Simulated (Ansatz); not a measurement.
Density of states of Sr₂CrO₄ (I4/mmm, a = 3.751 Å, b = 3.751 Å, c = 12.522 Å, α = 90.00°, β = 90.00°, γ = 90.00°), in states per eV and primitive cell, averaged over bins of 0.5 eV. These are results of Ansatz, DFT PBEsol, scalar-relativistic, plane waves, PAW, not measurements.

Settings: cutoff 420 eV, Γ-centred mesh 14×14×14 on the computed 7-atom cell, Gaussian smearing of 0.10 eV; collinear spin from starting moments 0 0 1.61 0 0 0 0 μB.

The cell is relaxed at this level. The states (both spins) are summed by tetrahedra on a 21×21×21 mesh at the self-consistent density. Energies are bin centres; the table starts no lower than −8 eV and ends at 6 eV, or lower where the solved bands end.

It is a metal at this level.

| E − E_F (eV) | total | O 2p up | Cr 3d up | O 2p down | Cr 3d down | Sr 5s up | Sr 5s down |
| --- | --- | --- | --- | --- | --- | --- | --- |
| -7.10 | 0.82 | 0.49 | 0.16 | 0.10 | 0.01 | 0.00 | 0.00 |
| -6.60 | 1.88 | 0.61 | 0.26 | 0.70 | 0.19 | 0.01 | 0.00 |
| -6.10 | 2.09 | 0.73 | 0.28 | 0.72 | 0.23 | 0.02 | 0.01 |
| -5.60 | 3.53 | 1.43 | 0.55 | 1.03 | 0.26 | 0.05 | 0.03 |
| -5.10 | 5.20 | 1.76 | 0.58 | 2.11 | 0.40 | 0.03 | 0.06 |
| -4.60 | 3.96 | 1.48 | 0.45 | 1.45 | 0.29 | 0.03 | 0.02 |
| -4.10 | 5.54 | 1.59 | 0.48 | 2.51 | 0.54 | 0.02 | 0.03 |
| -3.60 | 2.11 | 1.06 | 0.30 | 0.56 | 0.05 | 0.02 | 0.01 |
| -3.10 | 5.76 | 2.35 | 0.22 | 2.53 | 0.21 | 0.07 | 0.07 |
| -2.60 | 5.47 | 2.41 | 0.06 | 2.50 | 0.08 | 0.04 | 0.06 |
| -2.10 | 7.84 | 3.66 | 0.10 | 3.62 | 0.05 | 0.04 | 0.02 |
| -1.60 | 3.92 | 1.45 | 0.08 | 2.22 | 0.02 | 0.01 | 0.03 |
| -1.10 | 0.21 | 0.07 | 0.14 | 0.00 | 0.00 | 0.00 | 0.00 |
| -0.60 | 2.22 | 0.79 | 1.32 | 0.00 | 0.00 | 0.02 | 0.00 |
| -0.10 | 2.51 | 0.78 | 1.47 | 0.01 | 0.10 | 0.05 | 0.00 |
| 0.40 | 1.30 | 0.34 | 0.66 | 0.03 | 0.18 | 0.02 | 0.00 |
| 0.90 | 1.86 | 0.02 | 0.12 | 0.31 | 1.30 | 0.00 | 0.01 |
| 1.40 | 2.64 | 0.10 | 0.39 | 0.40 | 1.54 | 0.00 | 0.04 |
| 1.90 | 2.65 | 0.12 | 0.31 | 0.43 | 1.52 | 0.01 | 0.06 |
| 2.40 | 1.27 | 0.18 | 0.35 | 0.08 | 0.46 | 0.01 | 0.00 |
| 2.90 | 1.44 | 0.26 | 0.42 | 0.12 | 0.40 | 0.01 | 0.01 |
| 3.40 | 1.49 | 0.20 | 0.30 | 0.18 | 0.44 | 0.01 | 0.02 |
| 3.90 | 1.56 | 0.17 | 0.22 | 0.20 | 0.40 | 0.02 | 0.03 |
| 4.40 | 2.07 | 0.10 | 0.09 | 0.22 | 0.36 | 0.09 | 0.09 |
| 4.90 | 4.07 | 0.24 | 0.10 | 0.23 | 0.18 | 0.41 | 0.28 |
| 5.40 | 3.02 | 0.13 | 0.01 | 0.25 | 0.14 | 0.38 | 0.48 |

The columns after the total are the main Löwdin projections on the occupied valence shells of the potentials; 8 others are left out. The rest of the total lies in those, in shells that are empty in the free atom, which aren't projected, and between the atoms.

The cell holds one magnetic atom, so it can only be ferromagnetic; an antiferromagnetic order may lie lower.

Only this magnetic start was tried.

Whether Sr2CrO4 exists in this form wasn't checked.